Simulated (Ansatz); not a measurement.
```yaml
crystal:
  periodic: [false, false, false]
  atoms:
    - {symbol: O, position_ang: [0.759351, 0.428115, -0.617175]}
    - {symbol: C, position_ang: [0.075389, -0.296784, 0.266394]}
    - {symbol: S, position_ang: [0.731783, -1.414396, 1.250139]}
    - {symbol: S, position_ang: [-1.621214, 0.063015, 0.278337]}
    - {symbol: H, position_ang: [1.685418, 0.150005, -0.541565]}
    - {symbol: H, position_ang: [-1.588727, 1.006047, -0.682127]}
basis:
  gaussian: {orbitals: aug-cc-pVDZ, fitting: {mean_field: cc-pVTZ-jkfit}}
hamiltonian: {xc: {name: B2PLYP}, dispersion: d4}
output: {forces: true}
```

```sh
$ ansatz run in.yaml --threads 2 --pin off --events-out ev --progress --plain --max-ram 4352MiB
```

Task: How does Ansatz answer? (Estimate.)

Result: Ansatz gave: The input was rejected before any iteration.
```
Error: invalid value for `hamiltonian.dispersion`: no damping is tabulated for this functional; type it, or the functional that lends it
```
